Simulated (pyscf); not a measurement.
**1,1-elimination: H₃C–In(CH₃)–NH₂ → methylamine (H₃C–NH₂) + H₃C–In [singlet]**

Gas phase, singlet surface, charge 0. Bonds broken: C1–In2, In2–N4. Bonds formed: C1–N4. Single points on ωB97X-D3(BJ)/def2-SVP structures (PySCF, gas phase).

Transition state (Å):

```xyz
12

C      1.3168     0.2175     1.0447
In     0.3095     1.5200    -0.8979
C     -1.7371     2.3049    -0.6538
N      0.0054    -0.5882    -0.5330
H      0.8421    -0.5711     1.6316
H      2.3291    -0.0240     0.7118
H      1.2698     1.1798     1.5700
H     -1.8314     3.3615    -0.9471
H     -2.0439     2.2097     0.4023
H     -2.4294     1.7043    -1.2677
H      0.7749    -1.2069    -0.7880
H     -0.8065    -1.1758    -0.3028
```

One imaginary mode, 626i cm⁻¹; descent along it reached the two sides named, in the forms told below.

```json
[
 {"bond": "C1–In2", "change": "breaks", "reactant side (Å)": "2.153", "saddle": "2.547", "product side": "3.4"},
 {"bond": "In2–N4", "change": "breaks", "reactant side (Å)": "2.024", "saddle": "2.161", "product side": "2.6"},
 {"bond": "C1–N4", "change": "forms", "reactant side (Å)": "3.5", "saddle": "2.204", "product side": "1.463"}
]
```

Electronic energies relative to the reactant's lowest minimum found (kcal/mol):

```tsv
level	barrier	reaction energy	reverse barrier
ωB97X-D3(BJ)/def2-TZVP	81.8	+21.4	60.4
PBE/def2-TZVP	59.7	+13.4	46.3
r²SCAN/def2-TZVP	65.2	+18.1	47.1
B3LYP-D3(BJ)/def2-TZVP	65.5	+11.8	53.8
PBE0-D3(BJ)/def2-TZVP	70.8	+15.9	55.0
M06-2X/def2-TZVP	76.9	+18.0	58.8
ωB97M-D3(BJ)/def2-TZVP	76.8	+15.5	61.3
HF/def2-TZVP	95.9	+8.3	87.6
```

With ωB97M-D3(BJ)/def2-TZVP energies and thermal terms (ideal gas, 1 atm, RRHO with modes under 100 cm⁻¹ raised to 100, one conformer, R ln 2 for rigid chiral ones), in kcal/mol:

```tsv
T (K)	ΔH‡	ΔG‡	ΔH	ΔG
298	76.0	77.0	+16.4	+7.7
600	75.3	78.3	+14.5	-0.4
900	74.8	79.9	+12.8	-7.4
1200	74.2	81.8	+11.3	-13.9
```

On the product side the descent ends in a bound adduct, 12.7 kcal/mol under the separated species and 73.2 kcal/mol under the saddle at ωB97X-D3(BJ)/def2-TZVP. The same reactants have a lower exit, to CH₃• + [H₃C–In–NH₂]• (no saddle counted: cutting one bond costs +67.2 kcal/mol at ωB97M-D3(BJ), against +76.8 kcal/mol here). One saddle was located; it need not be the lowest between these sides. A restricted solution here is unstable towards spin polarisation, so biradical character is likely and single-reference numbers are less safe. Elements past Kr carry the def2 core potentials, without spin-orbit coupling.
